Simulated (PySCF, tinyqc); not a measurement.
Worked calculation: CIS on RHF in the sto-3g basis, frozen core, for BH, spin multiplicity 1. The lowest restricted solution is unstable here: a spin-polarised one lies 0.0093 hartree lower (PySCF). One step of it, computed by the program tinyqc.

Question. CIS matrix, triplets. A(ia,jb) = (e_a - e_i) d_ij d_ab - (ij|ab).

orbital energies (hartree): MO1 -7.345017, MO2 -0.549001, MO3 -0.248045, MO4 0.268307, MO5 0.268307, MO6 0.627838

Two-electron integrals over orbitals (pq|rs), unique and non-zero (hartree); the lowest 1 orbital is frozen and left out:
```
(22|22) 0.556129    (32|22) -0.068222   (32|32) 0.079073    (33|22) 0.421906
(33|32) 0.050466    (33|33) 0.546452    (42|42) 0.063072    (43|42) 0.044302
(43|43) 0.059774    (44|22) 0.456800    (44|32) 0.053632    (44|33) 0.495879
(44|44) 0.586773    (52|52) 0.063072    (53|52) 0.044302    (53|53) 0.059774
(54|54) 0.031630    (55|22) 0.456800    (55|32) 0.053632    (55|33) 0.495879
(55|44) 0.523513    (55|55) 0.586773    (62|22) -0.010901   (62|32) -0.052013
(62|33) -0.023298   (62|44) -0.093654   (62|55) -0.093654   (62|62) 0.118790
(63|22) -0.046759   (63|32) 0.067878    (63|33) 0.071559    (63|44) 0.049744
(63|55) 0.049744    (63|62) -0.057049   (63|63) 0.084750    (64|42) -0.035134
(64|43) -0.010552   (64|64) 0.031190    (65|52) -0.035134   (65|53) -0.010552
(65|65) 0.031190    (66|22) 0.557828    (66|32) -0.064041   (66|33) 0.456424
(66|44) 0.467232    (66|55) 0.467232    (66|62) 0.005586    (66|63) -0.041474
(66|66) 0.596891
```

Give: CIS matrix A, triplet.

Answer.

CIS matrix A, triplet (hartree):
```
         2>4      2>5     2>6      3>4      3>5     3>6
2>4   0.3605   0.0000  0.0000  -0.0536   0.0000  0.0000
2>5   0.0000   0.3605  0.0000   0.0000  -0.0536  0.0000
2>6   0.0000   0.0000  0.6190   0.0000   0.0000  0.0640
3>4  -0.0536   0.0000  0.0000   0.0205   0.0000  0.0000
3>5   0.0000  -0.0536  0.0000   0.0000   0.0205  0.0000
3>6   0.0000   0.0000  0.0640   0.0000   0.0000  0.4195
```
